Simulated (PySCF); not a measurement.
C4H3Cl.
Numbering: `[CH2:1]=[C:2]=[C:3]=[CH:4][Cl:5]` (hydrogens: H6, H7 on C1; H8 on C4)

A GFN2-xTB structure was refined with PySCF, PBE0-D3(BJ)/def2-TZVP geometry optimisation, gas phase. Its GFN2-xTB values:

```tsv
coordinate	GFN2-xTB
C1=C2	1.306 Å
C1–H6	1.078 Å
C2=C3	1.259 Å
C3=C4	1.308 Å
C4–Cl5	1.733 Å
C4–H8	1.078 Å
C1–C2–C3	177.2°
C2–C3–C4	176.7°
C3–C4–Cl5	122.5°
```

**Question.** How do these coordinates change at the PBE0-D3(BJ)/def2-TZVP level?

**Answer.** 
```json
{"coordinate": "C4–Cl5", "PBE0-D3(BJ)/def2-TZVP (Å or °)": "1.722", "change": "-0.011"}
{"coordinate": "C1–H6", "PBE0-D3(BJ)/def2-TZVP (Å or °)": "1.085", "change": "+0.007"}
{"coordinate": "C4–H8", "PBE0-D3(BJ)/def2-TZVP (Å or °)": "1.083", "change": "+0.005"}
{"coordinate": "C2=C3", "PBE0-D3(BJ)/def2-TZVP (Å or °)": "1.263", "change": "+0.004"}
{"coordinate": "C1=C2", "PBE0-D3(BJ)/def2-TZVP (Å or °)": "1.309", "change": "+0.003"}
{"coordinate": "C3=C4", "PBE0-D3(BJ)/def2-TZVP (Å or °)": "1.307", "change": "-0.001"}
{"coordinate": "C1–C2–C3", "PBE0-D3(BJ)/def2-TZVP (Å or °)": "179.6", "change": "+2.4"}
{"coordinate": "C2–C3–C4", "PBE0-D3(BJ)/def2-TZVP (Å or °)": "178.8", "change": "+2.1"}
{"coordinate": "C3–C4–Cl5", "PBE0-D3(BJ)/def2-TZVP (Å or °)": "123.1", "change": "+0.6"}
```

The energy falls by 0.90 kJ/mol over 7 energy and gradient evaluations, the largest force component goes from 0.0068 to 3.9e-04 Eh/bohr, and the atoms move by 0.031 Å rms after alignment. The bond that changes most is C4–Cl5 (outer carbon of cumulated double bonds to vinyl chlorine), which shortens by 0.011 Å. Bonds longer at the end by more than 0.005 Å: 2 of 7; shorter: 1. Rotational constants go from 23966, 1583, 1485 to 26091, 1554, 1466 MHz.

The run used 179 basis functions and 55 SCF cycles in all.

Whether it is a minimum is left open (no frequencies).
